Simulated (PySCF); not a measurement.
Gas-phase reaction: 2 B2H6 + 3 C4H8 (isobutene) → 4 B(CH3)3

Energies from PySCF, thermal terms from the rigid-rotor harmonic-oscillator model, ideal gas at 1 bar. † marks an energy on the PBE0/def2-TZVP geometry and frequencies; other levels use their own. MP2 and CCSD(T) freeze the core. All species are closed-shell singlets. Methyl groups turn as free rotors in B(CH3)3. MP2 isn't extrapolated to the basis-set limit; its ΔH°(298 K) is -500.8 kJ in def2-SVP and -496.9 kJ in def2-TZVPP. CCSD(T) isn't extrapolated to the basis-set limit. The harmonic model lacks anharmonicity and excited electronic states, which grow with temperature; levels with a mode under 35 cm⁻¹ are left out. Internal rotation in C4H8 (isobutene) is treated as a harmonic vibration of one conformer, which makes the entropy rough.

```tsv
level	ΔE electronic, kJ	ΔH°(298 K), kJ	ΔS°(298 K), J/K	ΔG°(1200 K), kJ
CCSD(T)/def2-SVP†	-469	-470	-64	-383
MP2/def2-TZVPP†	-496	-497	-64	-410
PBE0/def2-TZVP	-507	-507	-64	-420
r2SCAN/def2-TZVP†	-514	-514	-64	-427
LDA/def2-TZVP†	-486	-486	-64	-399
ωB97M-V/def2-TZVP†	-517	-517	-64	-430
```
ΔH° is lowest at ωB97M-V/def2-TZVP† and highest at CCSD(T)/def2-SVP†. No reference value is set beside these.
